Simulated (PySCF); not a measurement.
4-methylthiazole, C4H5NS.
Bonds: C1–C2, C2–C3 (aromatic), C3–S4 (aromatic), S4–C5 (aromatic), C5–N6 (aromatic), C2–N6 (aromatic). Hydrogens: H7, H8, H9 on C1; H10 on C3; H11 on C5.

The same species was optimised twice, with GFN2-xTB and with PBE0-D3(BJ)/def2-SVP (PySCF), and the same property calculations (PySCF, gas phase) were run on both structures.

```csv
coordinate,GFN2-xTB,PBE0-D3(BJ)/def2-SVP,change
C5–N6 (Å),1.278,1.295,+0.017
C2–C3 (Å),1.362,1.373,+0.011
C2–N6 (Å),1.361,1.372,+0.011
S4–C5 (Å),1.737,1.729,-0.008
C3–S4 (Å),1.721,1.717,-0.004
C1–C2 (Å),1.489,1.492,+0.003
C3–S4–C5 (°),87.8,88.8,+1.0
C2–N6–C5 (°),112.1,111.3,-0.8
C2–C3–S4 (°),110.9,110.3,-0.6
C1–C2–C3 (°),126.5,126.0,-0.5
C3–C2–N6 (°),114.0,114.5,+0.5
C1–C2–N6 (°),119.5,119.5,0.0
S4–C5–N6 (°),115.1,115.1,0.0
```

Rotational constants: A = 7439, B = 2537, C = 1914 MHz (GFN2-xTB) against A = 7338, B = 2530, C = 1904 MHz (PBE0-D3(BJ)/def2-SVP). Point groups within 0.08 Å: Cs and Cs.

On the GFN2-xTB structure: HOMO (eV) -7.07 [PBE0/pcSseg-1]; LUMO (eV) -0.69 [PBE0/pcSseg-1]; dipole (D) 1.19 [PBE0/pcSseg-1]; GIAO shielding of C1 (ppm) 167.0 [PBE0/pcSseg-1]; GIAO shielding of C2 (ppm) 29.7 [PBE0/pcSseg-1]; GIAO shielding of C3 (ppm) 65.2 [PBE0/pcSseg-1]; GIAO shielding of S4 (ppm) 227.2 [PBE0/pcSseg-1]; GIAO shielding of C5 (ppm) 30.7 [PBE0/pcSseg-1]; GIAO shielding of N6 (ppm) -95.9 [PBE0/pcSseg-1].

Q: What do these properties become on the PBE0-D3(BJ)/def2-SVP structure?

A: 
```tsv
property	level	on GFN2-xTB	on PBE0-D3(BJ)/def2-SVP	change
HOMO (eV)	PBE0/pcSseg-1	-7.07	-7.06	+0.01
LUMO (eV)	PBE0/pcSseg-1	-0.69	-0.73	-0.04
dipole (D)	PBE0/pcSseg-1	1.19	1.27	+0.08
energy, GFN2-xTB geometry as zero (kcal/mol)	PBE0/pcSseg-1	0.0	-0.4	-0.4
GIAO shielding of C1 (ppm)	PBE0/pcSseg-1	167.0	165.2	-1.8
GIAO shielding of C2 (ppm)	PBE0/pcSseg-1	29.7	26.4	-3.3
GIAO shielding of C3 (ppm)	PBE0/pcSseg-1	65.2	64.0	-1.2
GIAO shielding of S4 (ppm)	PBE0/pcSseg-1	227.2	227.8	+0.6
GIAO shielding of C5 (ppm)	PBE0/pcSseg-1	30.7	27.8	-2.9
GIAO shielding of N6 (ppm)	PBE0/pcSseg-1	-95.9	-102.9	-7.0
```

The heavy atoms differ by 0.010 Å rms after alignment. Among bonds between heavy atoms C5–N6 changes most (+0.017 Å). Changes are differences of the printed values. Neither structure is proved a minimum here.
